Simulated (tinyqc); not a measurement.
Extended Hueckel theory, for NH3+, step by step. The parameters take no account of the charge, which enters only through the electron count. One step of it, computed by the program tinyqc.

Question. Orbitals. Solve H C = S C e through S^(-1/2); fill by pairs from the bottom, a degenerate level sharing its electrons equally; each orbital has its largest coefficient positive (the first on a tie).

H (eV):
```
             1N 2s      1N 2px      1N 2py      1N 2pz       2H 1s       3H 1s       4H 1s
1N 2s   -26.000000    0.000000    0.000000    0.000000  -21.120186  -21.143219  -21.143219
1N 2px    0.000000  -13.400000    0.000000    0.000000  -12.362800    6.184533    6.184533
1N 2py    0.000000    0.000000  -13.400000    0.000000    0.000000  -10.713869   10.713869
1N 2pz    0.000000    0.000000    0.000000  -13.400000    0.948028    0.949493    0.949493
2H 1s   -21.120186  -12.362800    0.000000    0.948028  -13.600000   -4.811808   -4.811808
3H 1s   -21.143219    6.184533  -10.713869    0.949493   -4.811808  -13.600000   -4.816730
4H 1s   -21.143219    6.184533   10.713869    0.949493   -4.811808   -4.816730  -13.600000
```

overlap S:
```
           1N 2s     1N 2px     1N 2py     1N 2pz      2H 1s      3H 1s      4H 1s
1N 2s   1.000000   0.000000   0.000000   0.000000   0.510753   0.511310   0.511310
1N 2px  0.000000   1.000000   0.000000   0.000000   0.457869  -0.229050  -0.229050
1N 2py  0.000000   0.000000   1.000000   0.000000   0.000000   0.396799  -0.396799
1N 2pz  0.000000   0.000000   0.000000   1.000000  -0.035111  -0.035165  -0.035165
2H 1s   0.510753   0.457869   0.000000  -0.035111   1.000000   0.176905   0.176905
3H 1s   0.511310  -0.229050   0.396799  -0.035165   0.176905   1.000000   0.177086
4H 1s   0.511310  -0.229050  -0.396799  -0.035165   0.176905   0.177086   1.000000
```

valence electrons = 7

Give: orbital energies; occupations; coefficients; sum of one-electron energies.

Answer.

orbital energies (eV): -30.766  -17.856  -17.855  -13.416  12.285  12.334  42.495

occupations: 2.000  2.000  2.000  1.000  0.000  0.000  0.000

coefficients:
```
          MO1     MO2     MO3     MO4     MO5     MO6     MO7
1N 2s   0.667   0.000   0.000   0.037   0.002   0.000   1.392
1N 2px  0.000   0.000   0.621   0.000   1.110   0.000  -0.002
1N 2py  0.000   0.621   0.000   0.000   0.000   1.111   0.000
1N 2pz  0.004   0.000   0.000   0.999   0.000   0.000  -0.097
2H 1s   0.196   0.000   0.440  -0.011  -1.058   0.000  -0.739
3H 1s   0.196   0.381  -0.220  -0.011   0.527  -0.916  -0.743
4H 1s   0.196  -0.381  -0.220  -0.011   0.527   0.916  -0.743
```

sum of one-electron energies = -146.368 eV
